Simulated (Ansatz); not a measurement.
Stepwise reaction of `[SiH3]B[SiH3]` with hydrogen fluoride, as a gas-phase model of exchange steps in deposition or etching. ΔE in kJ/mol.

Computed with Ansatz on PBE0-D4/def2-TZVP structures; ΔE is electronic, products minus reactants. CCSD(T)/CBS adds triple-zeta CCSD(T) − MP2 to the extrapolated MP2 energy (def2 sets, frozen cores). This one scheme is used for every species. Functionals use def2-TZVPP. B3LYP here is the variant with VWN-RPA as its local correlation; programs differ in this.

```json
{"step": "1", "reaction": "`[SiH3]B[SiH3]` + H–F → `FB[SiH3]` + SiH₄", "PBE-D4": "-142.6", "B3LYP-D4": "-157.1", "ωB97M-V": "-158.3", "CCSD(T)/CBS": "-146.0"}
{"step": "2", "reaction": "`FB[SiH3]` + H–F → `FBF` + SiH₄", "PBE-D4": "-180.4", "B3LYP-D4": "-196.0", "ωB97M-V": "-197.9", "CCSD(T)/CBS": "-188.5"}
```

Q: By hand: ΔE of the 2 steps together at CCSD(T)/CBS.

A: (-146.0) + (-188.5) = -334.5 kJ/mol, or -167.2 kJ/mol a step.

In ΔE each step is lower than the one before. All are downhill at CCSD(T)/CBS. PBE-D4 differs from CCSD(T)/CBS by 3.4 to 8.1 kJ/mol a step. Isolated molecules leave out the surface, adducts and barriers. Largest T1 diagnostic: 0.014.
